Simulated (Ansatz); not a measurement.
**A ladder of methods for SiH3S (SMILES [SiH2]S)**

SiH3S: 5 atoms, total charge 0, spin state doublet. SMILES: `[SiH2]S`. The shape is that of a PBE0-D4/def2-TZVP optimisation. This is one conformer, not always the lowest.

```xyz
5

Si   -0.0963   -0.6940   -0.3093
S     0.2731    1.4060   -0.2945
H    -0.0945   -1.2568    1.0730
H    -1.4403   -0.8432   -0.9299
H     1.4078    1.3143    0.4193
```

Each level gives the energy change with the S2–H5 bond stretched from 1.344 to 2.015 Å (eV). The values are calculated.

| level | kind | program | value (eV) | CPU time (all runs) |
| --- | --- | --- | --- | --- |
| UHF/STO-3G | Hartree–Fock | Ansatz | 2.95 | 0.49 s |
| USVWN5/STO-3G | LDA | Ansatz | 2.67 | 1.4 s |
| U-revPBE/STO-3G | GGA | Ansatz | 2.49 | 2.8 s |
| U-r2SCAN0/STO-3G | hybrid meta-GGA | Ansatz | 3.07 | 9.9 s |
| UPBE0/STO-3G | global hybrid | Ansatz | 2.97 | 3.4 s |
| U-wB97M-V/STO-3G | range-separated hybrid | Ansatz | 3.06 | 30 s |
| UB2PLYP/STO-3G | double hybrid | Ansatz | 3.04 | 4.3 s |
| UMP2/STO-3G | perturbation theory | Ansatz | 3.21 | 0.54 s |
| UCCSDT(Q)/STO-3G | coupled cluster or CI | Ansatz | 2.43 | 1.6 s |
| UCCSDT/STO-3G | coupled cluster or CI | Ansatz | 2.44 | 1.3 s |

The first shape isn't each level's own minimum. The values span 2.43 to 3.21 eV. Spin contamination of the reference (⟨S²⟩ at least 0.1 too high) touches UHF/STO-3G, U-r2SCAN0/STO-3G, UB2PLYP/STO-3G, UMP2/STO-3G, UCCSDT(Q)/STO-3G, UCCSDT/STO-3G. The coupled-cluster rows rest on a doubtful reference here (large T1 or Brueckner and Hartree–Fock orbitals at odds), and rows may lie in different states. All rows use very small basis sets, so even the best lies far from the true value. CPU times are rough (shared hosts, several kinds of processor): they show what a rung costs within a factor of a few.
